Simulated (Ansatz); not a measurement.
in.yaml

```yaml
crystal:
  periodic: [false, false, false]
  atoms:
    - {symbol: Al, position_ang: [0.000000, 0.000000, 0.000000]}
    - {symbol: H, position_ang: [0.000000, 0.000000, 1.946000]}
basis:
  gaussian: {orbitals: cc-pVQZ}
magnetization: {spin_polarized: true, initial_magnetization: 2}
hamiltonian: {xc: {name: B2PLYP}}
correlation: {electrons: outside_noble_gas}
```

```sh
$ ansatz run in.yaml --threads 1 --pin off --events-out ev --progress --plain --max-ram 2393MiB
```

**Question.** Roughly how long does this take on 1 thread of Arm Neoverse V1, shared host, and how much host memory?

**Answer.** 1.6 s wall and 0.1 GiB.

```
517 factors; integrals over basis functions are off by at most 1.4e-3 eV
mean field evaluation 1: about -6605.7313 eV, gradient 4.3e0 eV
mean field evaluation 2: about -6605.7315 eV, gradient 4.3e0 eV
mean field evaluation 4: about -6606.0548 eV, gradient 6.8e-1 eV
mean field evaluation 8: about -6606.0691 eV, gradient 2.9e-2 eV
mean field evaluation 16: about -6606.0692 eV, gradient 5.2e-5 eV
mean field -6606.06915266 eV, -242.7685636059 hartree, gradient 8.8e-6 eV, S^2 2.026216; 0 other end points of the search recorded, 0 dependent functions left out
5 core orbitals not correlated: weight in the atoms' cores, before any rotation towards them, 1.000 or more for the frozen orbitals, at most 0.000 for the correlated occupied ones
reference -6606.06927160 eV, -242.7685679768 hartree; 3, 1 occupied and 81, 83 virtual orbitals, 517 factors
second order -1.63762625 eV of doubles, -0.00000000 eV of singles
Total energy: -6606.51143069 eV, -242.7848170236 hartree
```
